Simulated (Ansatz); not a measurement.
# SiH3Cl+ (doublet): from Hartree-Fock to the top rungs, cc-pVDZ

One table from this session's results is given with a row withheld; the runs are named, their logs left out.

Computed with Ansatz 0.2.0, Gaussian basis. Level: cc-pVDZ, core rule «outside noble gas», up to 10 orbitals frozen.

To be run: UHF; CCSD(T) on ROHF; CCSD(T) on UHF; BCCD(T) on ROHF; CISD; CCSDT(Q) on ROHF; CCSDT(Q) on UHF.

16 further runs of the same task are left out: 3 for a known fault of the program, 7 that didn't finish, 6 set aside as unsound or not needed.

## The geometry

The geometry is a PBE0/def2-TZVP stationary point (not a proven minimum) of the parent state, kept for this charge and spin.

5 atoms, charge 1, spin multiplicity 2.

Atoms are counted from 1 here; the program's logs count them from 0.

Bond lengths: Si1–Cl2 2.054 Å, Si1–H3 1.481 Å, Si1–H4 1.481 Å, Si1–H5 1.481 Å. Angles: Cl2–Si1–H3 108.5°, Cl2–Si1–H4 108.5°, Cl2–Si1–H5 108.5°, H3–Si1–H4 110.4°, H3–Si1–H5 110.4°, H4–Si1–H5 110.4°.

Set-up of the first run:

Input file in.yaml:

```yaml
crystal:
  periodic: [false, false, false]
  atoms:
    - {symbol: Si, position_ang: [-1.072479, -0.007685, 0.003080]}
    - {symbol: Cl, position_ang: [0.981221, 0.007031, -0.002818]}
    - {symbol: H, position_ang: [-1.553167, 1.392849, 0.006592]}
    - {symbol: H, position_ang: [-1.534582, -0.714857, 1.219196]}
    - {symbol: H, position_ang: [-1.541592, -0.711165, -1.212494]}
basis:
  gaussian: {orbitals: cc-pVDZ}
total_charge: 1
magnetization: {spin_polarized: true, initial_magnetization: 1}
hamiltonian: {xc: hf}
output: {orbitals: {seedname: orbitals}}
```

Launch:

```
$ ansatz run in.yaml --threads 1 --pin off --events-out ev --progress --plain --max-ram 2393MiB
```

Among the steps run: UHF; CCSD(T) on ROHF; CCSD(T) on UHF; BCCD(T) on ROHF; CISD; CCSDT(Q) on ROHF; CCSDT(Q) on UHF.

One of the session's tables, all rows but one given; the rest of the session is left out.

It belongs to the step «Misses and costs». 

| method | from UCCSDT(Q) (meV) |
| --- | --- |
| ROHF | +7313.4 |
| UHF | +7182.1 |
| RMP2 | ? |
| UMP2 | +1412.1 |
| CISD | +867.3 |
| RCCSD | +217.2 |
| UCCSD | +214.2 |
| RCCSD(T) | +51.2 |
| UCCSD(T) | +50.7 |
| BCCD(T) | +45.0 |
| RCCSDT | +11.8 |
| UCCSDT | +11.6 |
| RCCSDT(Q) | +1.5 |
| UCCSDT(Q) | 0 |

Estimate the missing values for RMP2.

**Answer.** from UCCSDT(Q) (meV): +1409.6. In the column «from UCCSDT(Q) (meV)» it lies between CISD (+867.3) and UMP2 (+1412.1).

Caveats from the session: Restricted and unrestricted rows rest on different reference determinants; where their highest levels disagree by more than a few hundredths of an eV, they describe different states and don't form one ladder.
